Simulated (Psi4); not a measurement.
Process, species as SMILES: PP (P2H4) + [H][H] (H2) → 2 P (PH3)
B3LYP-D3(BJ)/def2-TZVP geometries, fixed; electronic energies without zero-point terms.

Basis-set convergence of the energy of full hydrogenation at B3LYP with Psi4. Cartesian d functions, on some or all atoms, in 6-31G*, 6-31+G*; all else is spherical. Density fitting with the program's default auxiliary sets. Psi4's default fitting sets serve the pcseg sets less well. No added dispersion term, no relativity. Functions are those of the species that has most. Reference: the value in def2-QZVPPD, -6.64 kcal/mol, itself unsure by roughly 0.05 kcal/mol (its mean distance from def2-QZVPP, cc-pV(Q+d)Z). Deviations are taken from unrounded values.

```
basis            functions  energy of full hydrogenation (kcal/mol)
---------------  ---------  ---------------------------------------
6-31G*                  46                                    -6.42
6-31+G*                 54                                    -7.20
def2-SVP                56                                    -8.63
def2-SVPD               80                                    -8.66
pcseg-1                 56                                    -7.95
aug-pcseg-1             90                                    -7.50
cc-pV(D+d)Z             66                                    -7.76
aug-cc-pV(D+d)Z        100                                    -8.02
6-311G**                76                                    -8.52
6-311+G**               84                                    -8.30
def2-TZVP               98                                    -6.46
def2-TZVPD             122                                    -6.52
pcseg-2                124                                    -7.31
aug-pcseg-2            192                                    -6.80
cc-pV(T+d)Z            134                                    -6.65
aug-cc-pV(T+d)Z        202                                    -6.73
def2-TZVPP             140                                    -6.63
def2-TZVPPD            164                                    -6.65
def2-QZVPP             260                                    -6.64
def2-QZVPPD            284                                    -6.64
```

What the diffuse functions change, pair by pair:
- 6-31G* to 6-31+G*: 8 more functions, deviation 0.22 to -0.55 kcal/mol
- def2-SVP to def2-SVPD: 24 more functions, deviation -1.99 to -2.02 kcal/mol
- pcseg-1 to aug-pcseg-1: 34 more functions, deviation -1.31 to -0.86 kcal/mol
- cc-pV(D+d)Z to aug-cc-pV(D+d)Z: 34 more functions, deviation -1.12 to -1.38 kcal/mol
- 6-311G** to 6-311+G**: 8 more functions, deviation -1.87 to -1.66 kcal/mol
- def2-TZVP to def2-TZVPD: 24 more functions, deviation 0.19 to 0.12 kcal/mol
- pcseg-2 to aug-pcseg-2: 68 more functions, deviation -0.67 to -0.16 kcal/mol
- cc-pV(T+d)Z to aug-cc-pV(T+d)Z: 68 more functions, deviation 0.00 to -0.09 kcal/mol
- def2-TZVPP to def2-TZVPPD: 24 more functions, deviation 0.02 to -0.01 kcal/mol
- def2-QZVPP to def2-QZVPPD: 24 more functions, deviation 0.01 to 0.00 kcal/mol

Leaving out the reference's own pair, they bring the value nearer the reference by more than 0.05 kcal/mol in 4 of 9 pairs.
